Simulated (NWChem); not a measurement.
Everything below was run with NWChem. System: H$_{2}$S, charge 1, spin multiplicity 2, at the geometry of a parent with another charge or spin, in a state set for the comparison that need not be this species' ground state. Its SCF solution wasn't tested for a lower state. Level: UHF/def2-TZVPD.

NWChem printed:

```
             Northwest Computational Chemistry Package (NWChem) 7.3.0
             --------------------------------------------------------

                                NWChem Input Module
                                -------------------

 Scaling coordinates for geometry "geometry" by  1.889725989
 (inverse scale =  0.529177249)

 Turning off AUTOSYM since
 SYMMETRY directive was detected!

                             Geometry "geometry" -> ""
                             -------------------------

 Output coordinates in angstroms (scale by  1.889725989 to convert to a.u.)

  No.       Tag          Charge          X              Y              Z
 ---- ---------------- ---------- -------------- -------------- --------------
    1 S                   16.0000     0.00000000     0.00000000     0.10558800
    2 H                    1.0000    -0.97399400     0.00000000    -0.84470000
    3 H                    1.0000     0.97399400     0.00000000    -0.84470000

 Effective nuclear repulsion energy (a.u.)      12.7157812366

            Nuclear Dipole moment (a.u.)
            ----------------------------
        X                 Y               Z
 ---------------- ---------------- ----------------
     0.0000000000     0.0000000000     0.0000151178

      Symmetry information
      --------------------

 Group name             C2v
 Group number             16
 Group order               4
 No. of unique centers     2

      Symmetry unique atoms

     1    2


 Summary of "ao basis" -> "" (spherical)
 ------------------------------------------------------------------------------
       Tag                 Description            Shells   Functions and Types
 ---------------- ------------------------------  ------  ---------------------
 *                         def2-tzvpd                 on all atoms

 Summary of "ao basis" -> "ao basis" (spherical)
 ------------------------------------------------------------------------------
       Tag                 Description            Shells   Functions and Types
 ---------------- ------------------------------  ------  ---------------------
 S                         def2-tzvpd               16       46   6s6p3d1f
 H                         def2-tzvpd                5        9   3s2p

                                 NWChem SCF Module
                                 -----------------

  ao basis        = "ao basis"
  functions       =    64
  atoms           =     3
[...]
   Bfn.  Coefficient  Atom+Function         Bfn.  Coefficient  Atom+Function
  ----- ------------  ---------------      ----- ------------  ---------------
    17      0.467743  1 S  py                20      0.402002  1 S  py
    14      0.197061  1 S  py                 8     -0.167706  1 S  py

 Vector   10  Occ=0.000000D+00  E=-1.297567D-01  Symmetry=b1
              MO Center=  4.6D-14, -1.5D-15, -3.6D-02, r^2= 3.4D+00
   Bfn.  Coefficient  Atom+Function         Bfn.  Coefficient  Atom+Function
  ----- ------------  ---------------      ----- ------------  ---------------
    16      0.372320  1 S  px                38     -0.321241  1 S  d  1
    48      0.249991  2 H  s                 57     -0.249991  3 H  s
    55     -0.220602  2 H  pz                64      0.220602  3 H  pz

 Vector   11  Occ=0.000000D+00  E=-1.280978D-01  Symmetry=a1
              MO Center= -8.4D-15,  1.2D-15, -7.7D-01, r^2= 6.7D+00
   Bfn.  Coefficient  Atom+Function         Bfn.  Coefficient  Atom+Function
  ----- ------------  ---------------      ----- ------------  ---------------
     6      1.852819  1 S  s                 49     -0.622223  2 H  s
    58     -0.622223  3 H  s                 21     -0.369166  1 S  pz
     4     -0.350369  1 S  s                 18      0.242139  1 S  pz
    53     -0.238462  2 H  px                62      0.238462  3 H  px
    24     -0.229814  1 S  pz                55     -0.229477  2 H  pz

 center of mass
 --------------
 x =   0.00000000 y =   0.00000000 z =   0.09303298

 moments of inertia (a.u.)
 ------------------
           6.114655699933           0.000000000000           0.000000000000
           0.000000000000          12.943156388186           0.000000000000
           0.000000000000           0.000000000000           6.828500688253

  Mulliken analysis of the total density
  --------------------------------------

    Atom       Charge   Shell Charges
 -----------   ------   -------------------------------------------------------
    1 S   16    15.79   2.01  0.49  1.48  1.14  0.84  0.03  4.17  1.70  0.84  2.18  0.78 -0.00  0.04  0.08  0.02  0.01
    2 H    1     0.61   0.22  0.44 -0.05  0.02 -0.03
    3 H    1     0.61   0.22  0.44 -0.05  0.02 -0.03

  Mulliken analysis of the alpha density
  --------------------------------------

    Atom       Charge   Shell Charges
 -----------   ------   -------------------------------------------------------
    1 S   16     8.45   1.00  0.24  0.74  0.58  0.43  0.02  2.10  0.84  0.52  1.41  0.50 -0.00  0.02  0.04  0.01  0.00
    2 H    1     0.27   0.10  0.21 -0.03  0.01 -0.02
    3 H    1     0.27   0.10  0.21 -0.03  0.01 -0.02

   Mulliken analysis of the beta density
   -------------------------------------

    Atom       Charge   Shell Charges
 -----------   ------   -------------------------------------------------------
    1 S   16     7.33   1.00  0.24  0.74  0.56  0.41  0.01  2.07  0.86  0.32  0.77  0.28 -0.00  0.02  0.04  0.01  0.00
    2 H    1     0.33   0.11  0.24 -0.02  0.01 -0.01
    3 H    1     0.33   0.11  0.24 -0.02  0.01 -0.01

   Mulliken analysis of the spin density
   -------------------------------------

    Atom       Charge   Shell Charges
 -----------   ------   -------------------------------------------------------
    1 S   16     1.12   0.00  0.00 -0.00  0.03  0.02  0.00  0.04 -0.03  0.19  0.64  0.22 -0.00  0.00  0.01  0.00 -0.00
    2 H    1    -0.06  -0.01 -0.03 -0.01  0.00 -0.01
    3 H    1    -0.06  -0.01 -0.03 -0.01  0.00 -0.01

       Multipole analysis of the density wrt the origin
       ------------------------------------------------

     L   x y z        total         alpha         beta         nuclear
     -   - - -        -----         -----         ----         -------
     0   0 0 0      1.000000     -9.000000     -8.000000     18.000000

     1   1 0 0      0.000000      0.000000     -0.000000      0.000000
     1   0 1 0     -0.000000     -0.000000      0.000000      0.000000
     1   0 0 1     -0.567528     -0.339272     -0.228271      0.000015

     2   2 0 0     -6.494616     -6.920339     -6.349760      6.775483
     2   1 1 0      0.000000      0.000000     -0.000000      0.000000
     2   1 0 1      0.000000      0.000000     -0.000000      0.000000
     2   0 2 0     -8.340889     -5.620917     -2.719971      0.000000
     2   0 1 1      0.000000      0.000000     -0.000000      0.000000
     2   0 0 2     -7.423269     -6.833472     -6.322846      5.733049

 Task  times  cpu:        0.5s     wall:        0.5s

 Total times  cpu:        0.5s     wall:        0.5s
```

Problem. Write an NWChem input that would produce this output.

Solution. This is not unique; one that fits is 
```
start mol
memory heap 200 mb stack 800 mb global 1000 mb
charge 1
geometry units angstroms nocenter noautoz
  S      0.000000     0.000000     0.105588
  H     -0.973994     0.000000    -0.844700
  H      0.973994     0.000000    -0.844700
  symmetry group C2v
end
basis spherical
  * library def2-tzvpd
end
scf
  uhf
  nopen 1
  maxiter 100
  thresh 1e-7
  semidirect memsize 60000000 filesize 0
  # guess.movecs holds the orbitals of an unrestricted PBE0 run
  vectors input guess.movecs output mol.movecs
end
task scf energy
```
